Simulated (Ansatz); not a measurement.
# AlC (doublet): from Hartree-Fock to the top rungs at distance Al1–C2 = 6.671 Å, cc-pVDZ

One table from this session's results is given with a row withheld; the runs are named, their logs left out.

Method: cc-pVDZ, core rule «outside noble gas», up to 6 orbitals frozen; program: Ansatz 0.2.0, Gaussian basis.

To be run: UHF; CCSD(T) on UHF; BCCD(T) on ROHF; CISD; CCSDT(Q) on UHF; CASSCF and MRCISD+Q, 3 electrons in 3 orbitals; CASSCF and NEVPT2, 3 electrons in 3 orbitals; CASSCF and MRCISD+Q, 7 electrons in 8 orbitals; CASSCF and NEVPT2, 7 electrons in 8 orbitals; Full CI; Full CI in the symmetry of the determinant.

29 further runs of the same task are left out: 6 for a known fault of the program, 22 that didn't finish, 1 set aside as unsound or not needed.

### The system

The geometry derives from a PBE0/def2-TZVP stationary point (not a proven minimum). One bond is set to the value named and the two fragments are kept rigid.

2 atoms, charge 0, spin multiplicity 2.

Atoms are counted from 1 here; the program's logs count them from 0.

No contacts short enough for the rule that draws bonds.

The first run:

File in.yaml:

```yaml
crystal:
  periodic: [false, false, false]
  atoms:
    - {symbol: Al, position_ang: [0.000000, 0.000000, 0.000000]}
    - {symbol: C, position_ang: [0.000000, 0.000000, 6.671000]}
basis:
  gaussian: {orbitals: cc-pVDZ}
magnetization: {spin_polarized: true, initial_magnetization: 1}
hamiltonian: {xc: hf}
output: {orbitals: {seedname: orbitals}}
```

Launch:

```console
$ ansatz run in.yaml --threads 1 --pin off --events-out ev --progress --plain --max-ram 2393MiB
```

Among the steps run: UHF; CCSD(T) on UHF; BCCD(T) on ROHF; CISD; CCSDT(Q) on UHF; CASSCF and MRCISD+Q, 3 electrons in 3 orbitals; CASSCF and NEVPT2, 3 electrons in 3 orbitals; CASSCF and MRCISD+Q, 7 electrons in 8 orbitals; CASSCF and NEVPT2, 7 electrons in 8 orbitals; Full CI; Full CI in the symmetry of the determinant.

One table of the session follows, with a row left open; its other results are not shown here.

```
          method  from FCI (kJ/mol)
             UHF                  ?
            UMP2             +104.8
           UCCSD               +5.9
        UCCSD(T)               +1.7
          UCCSDT               -0.1
       UCCSDT(Q)               -0.1
     CASSCF pair             +340.7
     NEVPT2 pair             +101.5
     MRCISD pair              +25.5
   MRCISD+Q pair               -7.7
  CASSCF valence             +228.8
  NEVPT2 valence              +61.6
  MRCISD valence              +10.4
MRCISD+Q valence               -2.8
             FCI                  0
```

**Question.** Estimate the row for UHF.

**Answer.** from FCI (kJ/mol): +321.0. In the column «from FCI (kJ/mol)» it lies between CASSCF valence (+228.8) and CASSCF pair (+340.7).

Among the levels timed on like hardware and quicker than the yardstick, those that no quicker one beats, quickest first: NEVPT2 pair (5 s, +101.5 kJ/mol); MRCISD+Q pair (5.5 s, -7.7 kJ/mol); MRCISD+Q valence (7 s, -2.8 kJ/mol); UCCSD(T) (9 s, +1.7 kJ/mol); UCCSDT(Q) (18 s, -0.1 kJ/mol).

Not comparable, so not listed: CISD (they don't share determinant, frozen orbitals or solution with the rows shown, or repeat one).

Caveats from the session: The determinant is far from a pure spin state, so its energy mixes those of several spin states (harmless only where they are near-degenerate, as at dissociation). The report flags that the cluster equations may have other roots. The yardstick is full CI for this spin, exact in this basis with these frozen cores. Left out of the table: BCCD(T) (another determinant or state than the rows shown). MRCISD+Q pair, MRCISD+Q valence fall below full CI: the +Q correction isn't variational, and the cores differ from full CI's. Of the multireference levels listed MRCISD+Q valence comes nearest in total energy (-2.8 kJ/mol), which doesn't show that its space is the better one. Levels on UHF freeze UHF's core orbitals, full CI those of ROHF, so the U rows can settle a little off it for that reason alone. Warnings in the runs' records: other roots.
